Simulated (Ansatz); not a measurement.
# N₂H (quartet): wave-function methods side by side, def2-QZVPP

One table from this session's results is given with a row withheld; the runs are named, their logs left out.

Method: def2-QZVPP, core rule «outside noble gas», up to 2 orbitals frozen; program: Ansatz 0.2.0, Gaussian basis.

The runs, in order: UHF; ROHF; CCSD(T) on UHF.

### The geometry

The geometry is a PBE0/def2-TZVP stationary point (not a proven minimum).

3 atoms, charge 0, spin multiplicity 4.

Atoms are counted from 1 here; the program's logs count them from 0.

Bond lengths: N1–N2 1.443 Å, N1–H3 1.031 Å. Angles: N2–N1–H3 107.0°.

The first run:

in.yaml reads:

```yaml
crystal:
  periodic: [false, false, false]
  atoms:
    - {symbol: N, position_ang: [0.000000, 0.119658, 0.676420]}
    - {symbol: N, position_ang: [0.000000, -0.060594, -0.755487]}
    - {symbol: H, position_ang: [0.000000, -0.820779, 1.098745]}
basis:
  gaussian: {orbitals: "def2-QZVPP.json"}
magnetization: {spin_polarized: true, initial_magnetization: 3}
hamiltonian: {xc: hf}
output: {orbitals: {seedname: orbitals}}
```

Run with:

```
ansatz run in.yaml --threads 1 --pin off --events-out ev --progress --plain --max-ram 2393MiB
```

Among the steps run: UHF; ROHF; CCSD(T) on UHF.

One of the session's tables, all rows but one given; the rest of the session is left out.

```
  method  from UCCSD(T) (kJ/mol)
    ROHF                       ?
     UHF                  +933.6
    UMP2                  +106.7
   UCCSD                   +34.2
UCCSD(T)                       0
```

Estimate the missing values for ROHF.

The run gave: from UCCSD(T) (kJ/mol): +969.7. In the column «from UCCSD(T) (kJ/mol)» it is the highest.
